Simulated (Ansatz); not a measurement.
SiH₂O, singlet: a nudged elastic band.

The input file, in.yaml:

```yaml
crystal:
  periodic: [false, false, false]
  atoms:
    - {symbol: H, position_ang: [-1.443946, 0.057281, -0.567118]}
    - {symbol: O, position_ang: [-0.487989, -0.032566, -0.603791]}
    - {symbol: Si, position_ang: [0.261676, 0.086239, 0.869538]}
    - {symbol: H, position_ang: [1.670258, -0.110854, 0.301371]}
basis:
  gaussian: {orbitals: def2-SVP}
hamiltonian: {xc: pbe0, dispersion: d4}
neb:
  images: 5
  climbing: true
  max_iterations: 40
  initial_path: idpp
  final_atoms:
    - {symbol: H, position_ang: [-1.190507, 0.208315, 0.828067]}
    - {symbol: O, position_ang: [-0.067323, -0.186100, -1.540060]}
    - {symbol: Si, position_ang: [-0.001524, -0.004213, -0.036711]}
    - {symbol: H, position_ang: [1.259354, -0.017902, 0.748704]}
```

Launched with

```bash
ansatz run in.yaml --threads 2 --pin off --events-out ev --progress --plain --max-ram 4352MiB
```

The run's output (Ansatz 0.2.0):

```
Functional definition: PBE0
  name "PBE0"
  cite "Adamo & Barone, J. Chem. Phys. 110, 6158 (1999) doi:10.1063/1.478522"
  cite "Perdew, Burke & Ernzerhof, Phys. Rev. Lett. 77, 3865 (1996) doi:10.1103/PhysRevLett.77.3865"
  parent pbe
  parameter a = 0.25
  parameter kappa = 0.804
  parameter beta = 0.06672455060314922
  exchange = (1 - a)*pbe_x(kappa = kappa, mu = beta*pi^2/3) + a*exact_x
  correlation = pbe_c(beta = beta)
422 factors; integrals over basis functions are off by at most 3.1e-4 eV
mean field evaluation 1: about -9943.0766 eV, gradient 4.6e1 eV
mean field evaluation 2: about -9927.8178 eV, gradient 9.6e1 eV
mean field evaluation 4: about -9946.8533 eV, gradient 1.5e0 eV
mean field evaluation 8: about -9946.8605 eV, gradient 2.6e-2 eV
mean field -9946.86054447 eV, -365.5403827852 hartree, gradient 3.9e-5 eV, S^2 0.000000; 0 other end points of the search recorded, 0 dependent functions left out
the calculation of the forces begins
reference -9946.86056380 eV, -365.5403834954 hartree; 12, 12 occupied and 30, 30 virtual orbitals, 422 factors
422 factors; integrals over basis functions are off by at most 1.2e-3 eV
mean field evaluation 16: about -9879.5355 eV, gradient 1.6e2 eV
mean field -9946.63678370 eV, -365.5321597285 hartree, gradient 6.5e-5 eV, S^2 0.000000; 0 other end points of the search recorded, 0 dependent functions left out
the calculation of the forces begins
reference -9946.63680264 eV, -365.5321604243 hartree; 12, 12 occupied and 30, 30 virtual orbitals, 422 factors
WARN: NEB end point (image 0): max|allowed force component| = 4.575e-1 eV/Å (the criterion of neb.relax_end_points is 1.000e-2). That is over neb.f_tol: it is no minimum, so the barrier can be far off. Relax it first
WARN: NEB end point (image 6): max|allowed force component| = 9.610e-1 eV/Å (the criterion of neb.relax_end_points is 1.000e-2). That is over neb.f_tol: it is no minimum, so the barrier can be far off. Relax it first
422 factors; integrals over basis functions are off by at most 7.6e-4 eV
mean field evaluation 32: about -9945.5009 eV, gradient 3.8e-1 eV
mean field -9945.50037743 eV, -365.4903975683 hartree, gradient 5.7e-5 eV, S^2 0.000000; 0 other end points of the search recorded, 0 dependent functions left out
the calculation of the forces begins
reference -9945.50039707 eV, -365.4903982900 hartree; 12, 12 occupied and 30, 30 virtual orbitals, 422 factors
422 factors; integrals over basis functions are off by at most 1.0e-3 eV
mean field -9943.72597784 eV, -365.4251895861 hartree, gradient 1.3e-5 eV, S^2 0.000000; 0 other end points of the search recorded, 0 dependent functions left out
the calculation of the forces begins
reference -9943.72599637 eV, -365.4251902669 hartree; 12, 12 occupied and 30, 30 virtual orbitals, 422 factors
422 factors; integrals over basis functions are off by at most 1.2e-3 eV
mean field evaluation 64: about -9943.6965 eV, gradient 3.1e-2 eV
mean field -9943.69645775 eV, -365.4241047428 hartree, gradient 2.0e-5 eV, S^2 0.000000; 0 other end points of the search recorded, 0 dependent functions left out
the calculation of the forces begins
reference -9943.69647601 eV, -365.4241054137 hartree; 12, 12 occupied and 30, 30 virtual orbitals, 422 factors
423 factors; integrals over basis functions are off by at most 1.2e-3 eV
mean field -9945.01101458 eV, -365.4724138152 hartree, gradient 1.3e-5 eV, S^2 0.000000; 0 other end points of the search recorded, 0 dependent functions left out
the calculation of the forces begins
reference -9945.01103270 eV, -365.4724144810 hartree; 12, 12 occupied and 30, 30 virtual orbitals, 423 factors
423 factors; integrals over basis functions are off by at most 1.1e-3 eV
mean field evaluation 96: about -9946.1687 eV, gradient 7.6e-4 eV
mean field -9946.16872288 eV, -365.5149588106 hartree, gradient 5.6e-5 eV, S^2 0.000000; 0 other end points of the search recorded, 0 dependent functions left out
the calculation of the forces begins
reference -9946.16874176 eV, -365.5149595045 hartree; 12, 12 occupied and 30, 30 virtual orbitals, 423 factors
NEB iter   1: max|band force component| = 4.763e0 eV/Å  barrier→ = 3.1614 eV  barrier← = 2.9390 eV  Δτ_max = 0.2000 Å  (160 SCF iters)
NEB iter   2: max|band force component| = 2.921e0 eV/Å  barrier→ = 2.6847 eV  barrier← = 2.4623 eV  Δτ_max = 0.1265 Å  (132 SCF iters)
NEB iter   3: max|band force component| = 9.777e0 eV/Å  barrier→ = 2.7303 eV  barrier← = 2.5078 eV  Δτ_max = 0.0608 Å  (126 SCF iters)
NEB iter   4: max|band force component| = 1.138e0 eV/Å  barrier→ = 2.7152 eV  barrier← = 2.4928 eV  Δτ_max = 0.0231 Å  (114 SCF iters)
NEB iter   5: max|band force component| = 3.425e-1 eV/Å  barrier→ = 2.7124 eV  barrier← = 2.4900 eV  CI = image 3  Δτ_max = 0.0160 Å  (108 SCF iters)
NEB iter   6: max|band force component| = 1.529e-1 eV/Å  barrier→ = 2.7168 eV  barrier← = 2.4944 eV  CI = image 3  Δτ_max = 0.0025 Å  (110 SCF iters)
NEB iter   7: max|band force component| = 2.938e-2 eV/Å  barrier→ = 2.7167 eV  barrier← = 2.4943 eV  CI = image 3  Δτ_max = 0.0000 Å  (596 SCF iters)
Total energy: -9944.17902907 eV, -365.4418389117 hartree
Atom 0 at    -1.358064     0.124531     0.028654 Å, force    -0.002127     0.000364     0.001104 eV/Å
Atom 1 at    -0.386121    -0.107041    -1.126496 Å, force    -0.002192    -0.001097    -0.010289 eV/Å
Atom 2 at     0.127795     0.035858     0.375124 Å, force     0.001924     0.000809     0.008366 eV/Å
Atom 3 at     1.616389    -0.053248     0.722718 Å, force     0.002395    -0.000075     0.000819 eV/Å
Dipole moment:     0.137342     0.047333     0.474201 e Å

[the SCF lines of later steps are left out]
```

The lines “mean field evaluation” count trial sets of orbitals through the whole run, from several starts and some on an approximate energy, so they need not fall steadily or lie above the final value.

Hardware: 2 CPU threads of an Intel Xeon Platinum 8488C, shared host. Wall time about 25 s.
